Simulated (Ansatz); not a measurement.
This geometry of H$_{4}$Si (5 atoms, charge 0, multiplicity 1) is a first-order saddle point.

Level of theory: Ansatz 0.2.0, RKS PBE0-D4/def2-TZVP.

```xyz
5
Properties=species:S:1:pos:R:3
Si 0.240 0.000 -0.479
H 0.565 0.000 1.124
H 1.473 0.000 0.419
H -0.536 1.214 -0.105
H -0.536 -1.214 -0.105
```

(1) Which two structures does it join? (They come from a converged band through this point; their orientation in space is the band's.)

(2) How far does it lie above each of them?

Results:

(1) Bonds formed: H2–H3.

Initial state:

```xyz
5
Properties=species:S:1:pos:R:3
Si 0.241 0.000 0.171
H 0.241 0.000 1.655
H 1.641 0.000 -0.324
H -0.459 1.212 -0.324
H -0.459 -1.212 -0.324
```

Final state:

```xyz
5
Properties=species:S:1:pos:R:3
Si 0.235 0.000 -0.696
H 0.692 0.000 1.047
H 1.385 0.000 0.591
H -0.553 1.117 -0.044
H -0.553 -1.117 -0.044
```

(2) 2.44 eV above the first and 0.21 eV above the second. This is the barrier of this one path; another mechanism may lie lower.

The run took 27 s on 1 thread of Arm Neoverse V2, with other jobs on the host, peak memory 0.096 GiB.
